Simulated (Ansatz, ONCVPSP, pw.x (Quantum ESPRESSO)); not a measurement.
# pw.x on fcc Al: one setting changed

Potential: optimised norm-conserving Vanderbilt (ONCV), ONCVPSP 4.0.1.1 (patched build), LDA (Perdew-Wang 92); core [Ne], reference 3s2 3p1; waves: 3s: rc 1.55 bohr, ncon 3, nbas 6, qcut 4.9 1/bohr, local; 3p: rc 2.25 bohr, ncon 4, nbas 8, qcut 3.8 1/bohr, 2 projectors, debl 2.3 Ha; d scattering state at 0.28 Ha: rc 2.10 bohr, ncon 4, nbas 8, qcut 5.1 1/bohr, 1 projector; local part: the s channel; core correction: Teter function fitted to the true core (icmod 2), fcfact 0.7.

The reference run (k-mesh 14³, cutoffs 50/200 Ry, Fermi–Dirac 0.01 Ry, mixing_beta 0.4, conv_thr 1e-9, no spin) gives -0.62 GPa at 15.842 Å³/atom, where all-electron LAPW gives -0.23 GPa. This run, with its own iteration cap, changes degauss to 0, a wrong or extreme entry chosen on purpose.

```
&control
  calculation='scf', prefix='x', pseudo_dir='./', outdir='./tmp', tstress=.true., disk_io='none'
/
&system
  ibrav=0, nat=1, ntyp=1, ecutwfc=50, ecutrho=200, nbnd=8,
  occupations='smearing', smearing='fd', degauss=0
/
&electrons
  conv_thr=1e-09, mixing_beta=0.4, electron_maxstep=70
/
ATOMIC_SPECIES
Al 1.0 Al.UPF
CELL_PARAMETERS angstrom
  0.00000000 1.99339488 1.99339488
  1.99339488 0.00000000 1.99339488
  1.99339488 1.99339488 0.00000000
ATOMIC_POSITIONS crystal
Al 0.0000 0.0000 0.0000
K_POINTS automatic
14 14 14 0 0 0
```

```bash
pw.x < Al.scf.in > Al.scf.out
```

**Question.** How does the run end?

**Answer.** It stops with "set_occupations: smearing requires a value for gaussian broadening (degauss)".

```
Error in routine  set_occupations (1):
      smearing requires a value for gaussian broadening (degauss)
```
